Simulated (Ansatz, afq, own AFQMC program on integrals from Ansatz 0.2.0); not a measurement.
## BH3 + NH, triplet: a scan with AFQMC

```xyz
6

B    -1.3147    0.0351    0.0000
H    -1.9114    1.0687    0.0000
H    -1.9114   -0.9985    0.0000
H    -0.1212    0.0351    0.0000
N     1.1933    0.0351    0.0000
H     1.4624   -0.9691    0.0000
```

A hydrogen atom is moved from one rigid fragment to the other; the B1–H4 distance tells how far. The two fragments are held close together, so this isn't a minimum-energy path and the start is a compressed complex. Energies in kJ/mol count from this geometry (1.194 Å) at the same level; the start stands on UHF, each point on the determinant named.

Basis cc-pVTZ. Only valence electrons are correlated. AFQMC by an in-house program on the Cholesky factors that Ansatz 0.2.0 writes for its CCSD(T) run. The CISD trial takes its coefficients from CCSD amplitudes. Released means that phaseless walkers are propagated on without the constraint, phases kept. Uncertainties: one standard error, sampling alone.

Cautions, each for one point or more: lower spins were not checked.

```csv
r(B1–H4) / Å,det.,T1,weight,⟨S²⟩,PBE0,HF,CCSD(T)
1.272,UHF,0.016,0.88,2.03,-1.3,12.8,2.4
1.311,UHF,0.016,0.88,2.03,-0.9,18.3,4.0
1.350,UHF,0.016,0.88,2.03,0.0,22.1,5.5
1.390,UHF,0.015,0.89,2.03,1.3,24.2,6.9
1.468,UHF,0.015,0.89,2.03,7.8,26.2,12.3
```

Estimate the curve of phaseless AFQMC with a CISD trial, counted from the same start.


```csv
r(B1–H4) / Å,det.,T1,weight,⟨S²⟩,ph-AFQMC/CISD,released AFQMC
1.272,UHF,0.016,0.88,2.03,1.7 ± 0.7,2.8 ± 0.9
1.311,UHF,0.016,0.88,2.03,2.9 ± 0.7,4.5 ± 1.0
1.350,UHF,0.016,0.88,2.03,4.8 ± 0.7,6.1 ± 0.8*
1.390,UHF,0.015,0.89,2.03,7.7 ± 0.7,–
1.468,UHF,0.015,0.89,2.03,13.0 ± 0.8,–
```

Weight is that of the determinant in the CISD state; at the start T1 is 0.017 and the weight 0.89, and ⟨S²⟩ is 2.03. An asterisk marks released energies that aren't shown to be converged. A dash marks a missing value, a released energy that hasn't settled or a functional that sits on another state. Largest departures from phaseless AFQMC with a CISD trial: CCSD(T) 1.1 kJ/mol at 1.311 (on UHF) (within the noise), released AFQMC 1.6 kJ/mol at 1.311 (on UHF) (within the noise), PBE0 -6.4 kJ/mol at 1.390, HF 17.3 kJ/mol at 1.350 (on UHF). The walk's constraint bias lies outside its error bars, so these are departures and not errors. Functionals count only at points shown to share the start's state and spin.

A walk keeps the symmetry of its determinant, which the program's search chose and which needn't be the lowest solution, so a lower state of the same spin and another symmetry isn't excluded.
